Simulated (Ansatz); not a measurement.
Input for Ansatz (development build ahead of 0.2.0):

```yaml
crystal:
  periodic: [false, false, false]
  atoms:
    - { symbol: O, position_ang: [0.0, 0.0, 0.0] }
    - { symbol: F, position_ang: [0.0, 0.0, 1.2863] }
basis:
  gaussian: { orbitals: def2-SVP }
magnetization:
  spin_polarized: true
  initial_magnetization: 1
hamiltonian:
  xc: hf
correlation:
  method: mp2
  frozen_orbitals: { F: 1, O: 1 }
scf:
  omitted_lower_state_checks: [starts, atomic_configurations, cluster_reference, orbital_swaps, given_window_search, neighbouring_geometries, increment]
```

The input is written out in the form of the current development build from the run's settings.

Results

```json
{
  "Converged": "yes",
  "Reference energy": "-173.97674 hartree",
  "Correlation energy": "-0.33261 hartree",
  "Total energy": "-174.30935 hartree",
  "Spin squared of the determinant": "0.758",
  "Stability test": "minimum",
  "Occupied orbitals by symmetry in an Abelian subgroup (alpha; beta)": "5 A1 2 B1 2 B2; 5 A1 2 B1 1 B2"
}
```

Messages of the program:
```
mean field -4734.14825840 eV, -173.9767395754 hartree, gradient 3.6e-6 eV, S^2 0.758046; 0 other ends of a descent, 0 dependent functions left out
```
